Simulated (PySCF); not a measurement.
Molecule: `CN(C)P(C)C`, C4H12NP.

Numbering as in the mapped SMILES `[CH3:1][N:2]([CH3:3])[P:4]([CH3:5])[CH3:6]`. Each H is labelled by its parent atom.

Geometry PBE0-D3(BJ)/def2-SVP throughout; GIAO in PySCF 2.14, gas phase, one conformer, non-relativistic; equivalent atoms averaged; basis pcSseg-1.

For orientation, PBE gives these shifts δ (against TMS, NH3, H3PO4 at the same level): C1/C3 42.5, C5/C6 20.1, N2 53.9, P4 46.0, H(C1)/H(C3) 2.25, H(C5)/H(C6) 1.10 ppm.

A run gave: C1/C3 37.2, C5/C6 17.1, N2 15.1, P4 30.4, H(C1)/H(C3) 1.97, H(C5)/H(C6) 1.06 ppm (shifts δ (against TMS, NH3, H3PO4 at the same level)).

Problem. Which functional was used in that run?
A. LDA
B. HF
C. BLYP
D. OPBE

Solution. B. N2 tells them apart best: HF gives 15.1, OPBE gives 43.5, LDA gives 59.2, BLYP gives 58.9 ppm.
